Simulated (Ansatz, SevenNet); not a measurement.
Equilibrium lattice constant a (Å) of 21 elemental metals, computed with the machine-learned potential SevenNet-l3i5 (trained on PBE and PBE+U data) and with r²SCAN in Ansatz (PAW). The set holds measured phases with no doubt noted on the run or the magnetic state but for the caveats below. 20 more of the class have both values but aren't in it, for one of these reasons: built or high-temperature cells, doubts on the run or the magnetic state, unlike cells, values of zero, layered or molecular crystals, cells that aren't cubic. Solids without a value at one level (not run, failed, or a magnetic order lost), or held back for tests, aren't counted.

All rows, in order of the shift (worked out from unrounded values):

```tsv
solid	SevenNet-l3i5	r²SCAN	shift (%)
fcc Ag	4.165	4.104	-1.48
fcc Rh	3.848	3.800	-1.24
fcc Pd	3.955	3.908	-1.17
fcc Al	4.038	3.992	-1.16
fcc Au	4.170	4.125	-1.09
fcc Cu	3.613	3.577	-1.00
fcc Ni	3.512	3.478	-0.98
fcc Pt	3.977	3.940	-0.92
fcc Pb	5.039	4.994	-0.90
fcc Ir	3.876	3.844	-0.81
bcc Mo	3.171	3.151	-0.65
bcc W	3.189	3.169	-0.63
bcc Nb	3.321	3.303	-0.52
bcc Ta	3.322	3.305	-0.51
bcc V	2.997	2.982	-0.48
bcc Ba	5.058	5.070	+0.24
fcc Ca	5.529	5.568	+0.70
bcc Fe	2.843	2.866	+0.83
bcc Na	4.188	4.223	+0.85
fcc Sr	6.029	6.101	+1.20
bcc Li	3.426	3.477	+1.47
```

The shift from SevenNet-l3i5 to r²SCAN has a median of -0.65 %, and eight in ten lie between -1.17 % and +0.85 %; r²SCAN is the larger in 6 of 21.

Ansatz's runs of these crystals have no spin polarisation, but for bcc Fe, fcc Ni. Meta-GGA and hybrid levels favour moments, which can bear on fcc Pd, bcc Fe, bcc V, fcc Pt, fcc Rh, fcc Ni.

Density-functional runs with spin start from parallel moments for bcc Fe, parallel moments for fcc Ni.

Spin–orbit coupling is left out, also for the solids with elements from indium on (bcc Ta, fcc Pt, bcc Ba, bcc W, fcc Ir, fcc Pb, fcc Au); its size isn't shown.

Ansatz's density-functional and Hartree–Fock values are scalar-relativistic unless marked +SOC, with PAW data made under PBE.

Ansatz is an electronic-structure program.
